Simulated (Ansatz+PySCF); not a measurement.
Results of a calculation; reference values are marked as such.
This PySCF input gave a total energy of -82.55935 hartree.

```python
from pyscf import gto, scf

mol = gto.M(atom="""
B 0.006940 0.000970 -0.908370
N 0.003980 0.004500 0.727540
H 0.009400 -1.178490 -1.238910
H -1.021080 0.589990 -1.251750
H 1.026210 0.583230 -1.235830
H -0.003280 0.948370 1.079770
H -0.828620 -0.472590 1.080440
H 0.830720 -0.471870 1.094990
""", basis='def2-svp', charge=0, spin=0)
mf = scf.UHF(mol)
mf.init_guess = 'atom'
mf.kernel()
while True:  # follow internal instabilities
    mo, _, stable, _ = mf.stability(return_status=True)
    if stable: break
    mf.kernel(mf.make_rdm1(mo, mf.mo_occ))
print(mf.converged, mf.e_tot, mf.spin_square()[0])
```

Write an input for Ansatz with the same method and basis set.

```yaml
crystal:
  periodic: [false, false, false]
  atoms:
    - { symbol: B, position_ang: [0.00694, 0.00097, -0.90837] }
    - { symbol: "N", position_ang: [0.00398, 0.0045, 0.72754] }
    - { symbol: H, position_ang: [0.0094, -1.17849, -1.23891] }
    - { symbol: H, position_ang: [-1.02108, 0.58999, -1.25175] }
    - { symbol: H, position_ang: [1.02621, 0.58323, -1.23583] }
    - { symbol: H, position_ang: [-0.00328, 0.94837, 1.07977] }
    - { symbol: H, position_ang: [-0.82862, -0.47259, 1.08044] }
    - { symbol: H, position_ang: [0.83072, -0.47187, 1.09499] }
basis:
  gaussian: { orbitals: def2-SVP }
magnetization:
  spin_polarized: true
hamiltonian:
  xc: hf
```

Ansatz (development build ahead of 0.2.0) gave -82.55935 hartree, 0.03 meV from the first.
